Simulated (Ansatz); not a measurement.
# [H···H···S], triplet: transfer scan

Starting geometry:

| atom | x (Å) | y (Å) | z (Å) |
| --- | --- | --- | --- |
| H | 0.0000 | 0.0000 | -1.0457 |
| H | 0.0000 | 0.0000 | -0.3007 |
| S | 0.0000 | 0.0000 | 1.3463 |

From there H2 is moved from one fragment to the other while all else, the fragments' distance too, stays fixed; atoms are numbered as listed. Energies are in kcal/mol, counted from the starting geometry at the same level. Kohn–Sham curves are unrestricted where that lies lower.

Basis cc-pVDZ; Ansatz 0.2.0. Only valence electrons are correlated (noble-gas cores frozen).

In so small a basis the reference is far from its limit while semilocal and hybrid functionals are nearer theirs (RPA and double hybrids share much of the reference's basis error), so the functionals' errors here hold much of the reference's basis and frozen-core error, which can add to them or hide them.

Full CI is exact within this basis and frozen core; it isn't the basis-set limit.

```tsv
distance H1-H2 (Å)	full CI	PBE	r2SCAN	PBE0	B3LYP	r2SCANh	wB97M-V	B2PLYP	RPA-PBE
0.693	1.2	2.8	2.4	2.3	2.1	2.3	1.8	1.6	1.5
0.745	0.0	0.0	0.0	0.0	0.0	0.0	0.0	0.0	0.0
0.783	0.4	-0.7	-0.5	-0.3	-0.2	-0.4	0.0	0.1	0.2
0.821	1.5	-0.6	-0.3	0.1	0.3	-0.1	0.7	0.9	1.1
0.859	3.0	0.0	0.3	0.9	1.3	0.7	1.8	2.1	2.5
0.898	4.8	1.1	1.4	2.2	2.7	1.7	3.3	3.6	4.2
0.936	6.6	2.5	2.6	3.6	4.3	3.0	4.9	5.2	6.1
0.974	8.5	4.2	4.0	5.3	6.1	4.4	6.6	6.9	8.0
1.012	10.4	6.2	5.8	7.1	8.1	6.1	8.5	8.8	10.1
```
